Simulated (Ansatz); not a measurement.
**Molecular dynamics of AlClH2**

Input file:

```yaml
crystal:
  periodic: [false, false, false]
  atoms:
    - { symbol: Al, position_ang: [0.000368, -0.008506, -0.051772] }
    - { symbol: Cl, position_ang: [0.000363, 0.00482, 2.127929] }
    - { symbol: H, position_ang: [1.500677, 0.029211, -0.203219] }
    - { symbol: H, position_ang: [-1.523291, 0.028946, -0.210637] }
basis:
  gaussian: { orbitals: cc-pVDZ }
hamiltonian:
  xc: pbe0
  dispersion: d4
md:
  timestep: 0.5
  n_steps: 150
  ensemble: nvt_langevin
  temperature: 300.0
  initial_velocities: maxwell_boltzmann
  seed: 618071
  friction: 0.05
```

Command:

```bash
$ ansatz run input.yaml --threads 1 --pin off --max-ram 2048MiB --backend cpu --events-out ev --progress --plain --runs-dir out
```

It goes on from the last frame of an earlier run, with new velocities.

Output, in part (step lines, the closing report, with atoms numbered from 0):

```
md step     0: t =     0.00 fs  T =   225.0 K  F+E_penalty+E_count = -19145.53908827 eV  E_kin = 0.116334 eV  (20 SCF iters)
md step     1: t =     0.50 fs  T =   266.4 K  F+E_penalty+E_count = -19145.53160930 eV  E_kin = 0.137756 eV  (20 SCF iters)
md step     2: t =     1.00 fs  T =   291.2 K  F+E_penalty+E_count = -19145.53103694 eV  E_kin = 0.150569 eV  (17 SCF iters)
md step     3: t =     1.50 fs  T =   299.8 K  F+E_penalty+E_count = -19145.53938902 eV  E_kin = 0.154994 eV  (20 SCF iters)
md step     4: t =     2.00 fs  T =   301.5 K  F+E_penalty+E_count = -19145.55925335 eV  E_kin = 0.155876 eV  (20 SCF iters)
md step     5: t =     2.50 fs  T =   395.4 K  F+E_penalty+E_count = -19145.59261914 eV  E_kin = 0.204431 eV  (20 SCF iters)
md step     6: t =     3.00 fs  T =   548.3 K  F+E_penalty+E_count = -19145.63514766 eV  E_kin = 0.283474 eV  (21 SCF iters)
[... lines left out ...]
Total energy: -19146.11847559 eV, -703.6068762728 hartree
Atom 0 at    -0.068869     0.158656     0.164649 Å, force     0.733275     0.132149    -0.704012 eV/Å
Atom 1 at    -0.150362     0.196293     2.265169 Å, force    -0.175888     0.027686     0.363821 eV/Å
Atom 2 at     0.404075     1.429212    -0.668069 Å, force    -0.249971     0.213647     0.238712 eV/Å
Atom 3 at    -0.045589    -1.189071    -0.638540 Å, force    -0.307416    -0.373482     0.101480 eV/Å
Dipole moment:    -0.121800     0.008938    -0.215996 e Å
```

The steps, from the saved trajectory:

| time (fs) | T (K) | potential energy less start (eV) |
| --- | --- | --- |
| 0 | 225 | 0.000 |
| 2.5 | 395 | -0.054 |
| 5 | 737 | -0.275 |
| 7.5 | 783 | -0.437 |
| 10 | 821 | -0.504 |
| 12.5 | 1052 | -0.597 |
| 15 | 798 | -0.630 |
| 17.5 | 658 | -0.532 |
| 20 | 453 | -0.476 |
| 22.5 | 455 | -0.462 |
| 25 | 518 | -0.465 |
| 27.5 | 601 | -0.484 |
| 30 | 704 | -0.543 |
| 32.5 | 760 | -0.637 |
| 35 | 629 | -0.679 |
| 37.5 | 623 | -0.666 |
| 40 | 381 | -0.620 |
| 42.5 | 376 | -0.573 |
| 45 | 397 | -0.550 |
| 47.5 | 487 | -0.554 |
| 50 | 524 | -0.581 |
| 52.5 | 589 | -0.609 |
| 55 | 593 | -0.624 |
| 57.5 | 454 | -0.628 |
| 60 | 454 | -0.611 |
| 62.5 | 435 | -0.554 |
| 65 | 391 | -0.516 |
| 67.5 | 457 | -0.504 |
| 70 | 296 | -0.485 |
| 72.5 | 451 | -0.506 |
| 75 | 457 | -0.579 |

All steps were run. The mean temperature of the second half is 51 % above the set value. A run of 0.075 ps of so small a system gives no equilibrium averages.

The same pairs are bonded in the first frame and the last. Pairs count as bonded within 1.25 times the sum of covalent radii (0.12 Å more for H–H).

Last frame:

```xyz
4
Properties=species:S:1:pos:R:3
Al -0.069 0.159 0.165
Cl -0.150 0.196 2.265
H 0.404 1.429 -0.668
H -0.046 -1.189 -0.638
```

The run took 2.5 min on 1 thread of Arm Neoverse V1, on a shared host, peak memory 0.092 GiB.
